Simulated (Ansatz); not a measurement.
Process, species as SMILES: CCO → C[CH]O + H atom (the C-H bond breaks)

Property: bond dissociation energy (enthalpy at 298 K), in kcal/mol. Conventions: non-relativistic; valence correlation only; six Cartesian d functions in 6-31G* and its kin unless marked 5d; spin-orbit terms left out; no dispersion term unless named; LANL2DZ all-electron up to Ne; 6-311+G** with 5d; open shells spin-unrestricted. Basis-set limits of correlation are two-point, X^-3; Hartree-Fock from the larger set. The bracket is a focal-point correction in the basis named. Ab initio and DFT rows: single points at B3LYP-D3(BJ) geometries (Ansatz, a first-principles code), with unscaled harmonic terms from B3LYP/6-31G* at its own minima.

Coupled cluster (Ansatz) is a level with limits of its own, used here on species with T1 under 0.025 (0.045 for open shells) and stable references: RI-MP2/CBS(cc-pVTZ,cc-pVQZ)+[CCSD(T)-MP2]/cc-pVTZ.

Value to compare with, RI-MP2/CBS(cc-pVTZ,cc-pVQZ)+[CCSD(T)-MP2]/cc-pVTZ (Ansatz): 95.6 kcal/mol.

```
level           program  bond dissociation energy (enthalpy at 298 K) (kcal/mol)  difference
--------------  -------  -------------------------------------------------------  ----------
PBE/STO-3G       Ansatz                                                    109.5        13.9
PBE/3-21G        Ansatz                                                     90.5        -5.1
PBE/LANL2DZ      Ansatz                                                     91.3        -4.3
PBE/6-31G*       Ansatz                                                     89.6        -6.0
PBE/def2-SVP     Ansatz                                                     87.2        -8.4
PBE/6-311+G**    Ansatz                                                     88.8        -6.8
PBE/def2-TZVPD   Ansatz                                                     88.4        -7.2
```

Among the 6 habitual levels, PBE/STO-3G lies farthest from RI-MP2/CBS(cc-pVTZ,cc-pVQZ)+[CCSD(T)-MP2]/cc-pVTZ (Ansatz) (13.9 kcal/mol) and PBE/LANL2DZ nearest (-4.3); 1 of 6 lie above it, and their mean absolute difference is 7.4 kcal/mol, the median 6.4. One case shows no general order.

The sets are all those run for this method; runs whose electronic state is in doubt are left out.
